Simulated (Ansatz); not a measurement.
**Nickel, fcc under PBE: from relaxation to bulk modulus**

Aim: take nickel in the fcc structure, relax it, solve it on a dense k-mesh, switch on spin-orbit coupling, then scale the cell to 7 volumes from 88 to 112 % of the relaxed one and try a fit of the equation of state. The start is ferromagnetic. The k-meshes are 15×15×15 for the relaxation; 25×25×25 for the dense run; 15×15×15 for spin-orbit coupling; 25×25×25 for the volumes. The starting cell is the deposited one, from the Crystallography Open Database.

Computed with Ansatz 0.2.0 (DFT PBE, plane waves (420 eV) with PAW, scalar-relativistic, unless a step says otherwise).

**1. The system as given**

The structure is cubic, space group Fm-3m (No. 225). Conventional cell: a = 3.524 Å, b = 3.524 Å, c = 3.524 Å, α = 90.00°, β = 90.00°, γ = 90.00°. Ni (site symmetry m-3m) is surrounded by 12 Ni at 2.49 Å.

Structure file:

```xyz
1
Lattice="0.0000 1.7619 1.7619 1.7619 0.0000 1.7619 1.7619 1.7619 0.0000" Properties=species:S:1:pos:R:3 pbc="T T T"
Ni    0.0000    0.0000    0.0000
```

The atoms start with moments of +0.8 μB.

**2. Relaxing cell and atoms**

Input file input.yaml:

```yaml
crystal:
  lattice:
    - [0.0, 1.76194, 1.76194]
    - [1.76194, 0.0, 1.76194]
    - [1.76194, 1.76194, 0.0]
  atoms:
    - { symbol: Ni, position: [0.0, 0.0, 0.0], spin: 0.8 }
hamiltonian:
  xc: pbe
  pseudopotentials:
    kind: paw
    azcp:
      Ni: "pseudopotentials/Ni.paw.azcp"
basis:
  ecutwfc: 420
  fft_grid_basis: typed
kpoints:
  mp_grid: { grid: [15, 15, 15], shift: [0, 0, 0] }
magnetization:
  spin_polarized: true
scf:
  occupations: { method: fermi_dirac, width: 0.05 }
relax:
  max_steps: 60
  f_tol: 0.01
  cell: {}
```

After this run come: Single point on a dense mesh; Spin-orbit coupling switched on; The cell scaled to 88 % of its volume; The cell scaled to 92 % of its volume; The cell scaled to 96 % of its volume; The cell scaled to 100 % of its volume; The cell scaled to 104 % of its volume; The cell scaled to 108 % of its volume; The cell scaled to 112 % of its volume.

Q: Predict the outcome of this session. Wanted: space group; conventional cell; volume; shortest distance; gap on the mesh; magnetic state; magnetic state with spin-orbit coupling; V₀, B₀, B₀′.

As calculated:

```
                               quantity                                  value
         space group (spins left aside)                        Fm-3m (No. 225)
                      conventional cell                            a = 3.519 Å
                                 volume                         10.898 Å³/atom
                      shortest distance                                2.489 Å
            against the measured volume                -0.4 % (10.940 Å³/atom)
                        gap on the mesh           none (levels filled in part)
                         magnetic state  ferromagnetic, up to 0.67 μB per atom
magnetic state with spin-orbit coupling  ferromagnetic, up to 0.67 μB per atom
                            V₀, B₀, B₀′           10.883 Å³/atom, 199 GPa, 5.0
```

**Reading.** The relaxed volume lies 0.4 % below the deposited cell. Part of the miss is zero-point motion and any thermal expansion in the deposited cell. The final state is ferromagnetic (largest moment 0.67 μB). Levels at the Fermi energy are filled in part, as in a metal. The spin-orbit run (on a coarser mesh) has the same spin moments. Totals with and without spin-orbit coupling (-0.31 eV/atom apart) can't be read as binding, since the two-component data shift the zero of energy. The fitted modulus is 199 GPa.
